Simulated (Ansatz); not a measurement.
## How far each method lies from full CI for NH3⁺, doublet

Geometry: a PBE0/def2-TZVP stationary point for this spin, not checked as a minimum.

```
atom    x (Å)    y (Å)    z (Å)
   N   0.0000   0.0000   0.0000
   H   1.0240   0.0138  -0.0001
   H  -0.5239   0.8799  -0.0028
   H  -0.5001  -0.8937   0.0028
```

Basis 6-31G; Ansatz 0.2.0. Only valence electrons are correlated (noble-gas cores frozen), which leaves 7 electrons in 14 orbitals. Prefix R: restricted or restricted open-shell reference; prefix U: unrestricted. Active spaces: valence = (7e, 7o) chosen from the atoms' valence shells; pair = (3e, 3o) about the gap.

Full CI is exact within this basis and frozen core; it isn't the basis-set limit. The frozen core follows each run's orbitals, which can shift R against U totals by a few meV.

For open shells CISD and CISDTQ are restricted-active-space CI with the open shells as a complete middle space.

* UHF ⟨S²⟩: 0.760
* T1 diagnostic (RCCSD): 0.0148
* largest doubles amplitude (RCCSD): 0.038
* T1 diagnostic (UCCSD): 0.0071

```
                     level  E − E(full CI) (meV)  share of correlation (%)  wall time
                       RHF                  2926                      0.00          –
                       UHF                  2838                      2.99          –
                      RMP2                   503                     82.82          –
                      UMP2                   478                     83.66          –
                      CISD                   117                     96.00     0.24 s
                     RCCSD                    31                     98.94          –
                     UCCSD                    31                     98.94          –
                  RCCSD(T)                     8                     99.71     0.27 s
                  UCCSD(T)                     8                     99.72     0.27 s
                   BCCD(T)                     9                     99.70     0.36 s
                    RCCSDT                     4                     99.85          –
                    UCCSDT                     4                     99.86          –
                    CISDTQ                     2                     99.94     0.81 s
                 RCCSDT(Q)                     0                     99.99      2.2 s
                 UCCSDT(Q)                     0                    100.00        2 s
                   RCCSDTQ                     0                    100.00        9 s
                   UCCSDTQ                     0                    100.01        9 s
       CASSCF (pair space)                  2401                     17.94          –
       NEVPT2 (pair space)                   395                     86.51     0.12 s
       MRCISD (pair space)                    82                     97.19          –
     MRCISD+Q (pair space)                     2                     99.94     0.33 s
    CASSCF (valence space)                   903                     69.13          –
    NEVPT2 (valence space)                   174                     94.05     0.51 s
NEVPT4(SD) (valence space)                    17                     99.41      0.9 s
    MRCISD (valence space)                    15                     99.49          –
  MRCISD+Q (valence space)                     4                     99.88     0.93 s
```

The correlation energy at full CI, counted from RHF, is -2.926 eV. That run took 0.84 s on 1 thread of Arm Neoverse V1, shared host over 88,132 determinants.

Times hold each run's SCF and search for its determinant on a shared host, so for small cases they say little of a method's own cost; they ran on 1 thread of Arm Neoverse V1.

The full-CI state has the irrep B1 of C2v, in the program's axes (one component, if the state is degenerate).

Natural occupations of full CI about the gap: 1.980 1.971 1.971 0.994 0.023 0.023 0.022 0.007 0.003 0.003; effectively unpaired electrons, Σ n²(2−n)², 1.01.
